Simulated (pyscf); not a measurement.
## Routes from `[O]=[Nb]([F])([F])[F]` + `[H][H]`

Candidate steps break at most two bonds and form at most two. Each was searched with GFN2-xTB (tblite) first. Single points on ωB97X-D3(BJ)/def2-SVP structures (PySCF, gas phase). Energies: ωB97M-D3(BJ)/def2-TZVP, kJ/mol, from the separated reactants, singlet surface; ΔG‡ with ideal gas, 1 atm, RRHO with modes under 100 cm⁻¹ raised to 100, one conformer, R ln 2 for chiral ones without a mode under 150 cm⁻¹.

```json
[
 {"products": "O=NbH(F)–F + HF", "type": "four-centre exchange", "ΔE‡": "149.4", "ΔE": "+160.2", "ΔG‡ 298 K": "–", "ΔG‡ 900 K": "–", "ν‡ (cm⁻¹)": "563i"},
 {"products": "HO–NbH(F)(F)–F", "type": "addition across a multiple bond or ene-type step", "ΔE‡": "150.6", "ΔE": "+40.7", "ΔG‡ 298 K": "188.3", "ΔG‡ 900 K": "262.3", "ν‡ (cm⁻¹)": "1386i"}
]
```

A dash marks a saddle under its separated products, where this table gives no free-energy barrier. Row 1: On the product side the descent ends in an adduct with a F–Nb contact, 31.0 kJ/mol under the separated species and 13.7 kJ/mol under the saddle at ωB97X-D3(BJ)/def2-TZVP. Row 2: On the product side the descent ends in a point that may be a rotor saddle (no frequency run), 7.8 kJ/mol over the lowest minimum found and 99.6 kJ/mol under the saddle at ωB97X-D3(BJ)/def2-TZVP. 

Plain bond fissions and candidates not yet searched are not listed, and one of them may be faster. Each barrier is that of the saddle found; lower ones may exist. Elements past Kr carry the def2 core potentials, without spin-orbit coupling.
